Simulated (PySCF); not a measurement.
Molecule: SMILES C[S@@](=O)/C=C/[S-], [C₃H₅OS₂]-.

Cartesian coordinates in Å; atom numbers follow the order of the lines, from 1:
```xyz
11

C    -1.6543   -0.2415    0.2528
S    -0.4763    1.0815   -0.3771
O    -0.7197    2.2312    0.5277
C     1.0256    0.3126    0.1397
C     1.6867   -0.5012   -0.7088
S     3.1120   -1.3416   -0.3868
H    -1.4352   -1.1546   -0.2888
H    -2.6743    0.0826    0.0701
H    -1.4827   -0.3733    1.3152
H     1.3754    0.5644    1.1264
H     1.2483   -0.6575   -1.6963
```

Total charge -1.

Frames of a GFN2-xTB Langevin trajectory at 300 K; GIAO PBE0/pcSseg-1 shieldings in PySCF, gas phase, non-relativistic; equivalent atoms averaged within each frame.

Scale: $^{13}$C (σref 186.93), $^{1}$H (σref 31.72) vs TMS; CS2 for $^{33}$S (σref 503.73); $^{17}$O (σref 336.08) against H2O (reference shieldings calculated alike). The references are static minima.

How do the shifts (ppm) fluctuate along the trajectory?

Results:


```tsv
time (fs)	C5	C4	C1	S2	S6	O3	H11	H10	H7/H8/H9
250	174.6	132.2	63.4	310	124	41.1	7.91	6.32	2.51
425	170.1	128.8	73.6	335	134	64.7	8.54	6.71	3.25
625	176.3	129.7	67.0	354	123	70.0	8.05	5.86	2.38
800	182.9	125.2	54.5	336	151	74.2	8.85	4.44	1.85
1000	181.3	124.6	51.0	351	148	66.8	7.94	5.64	1.89
mean of frames	177.0	128.1	61.9	337	136	63.4	8.26	5.79	2.38
standard deviation	5.2	3.2	9.2	17	13	13.0	0.42	0.86	0.57
```

5 frames give an uncertainty of the mean of about the standard deviation over 2.2 at best, since frames this close in time may not be independent; classical motion lacks zero-point vibration, and the reference would need the same averaging.
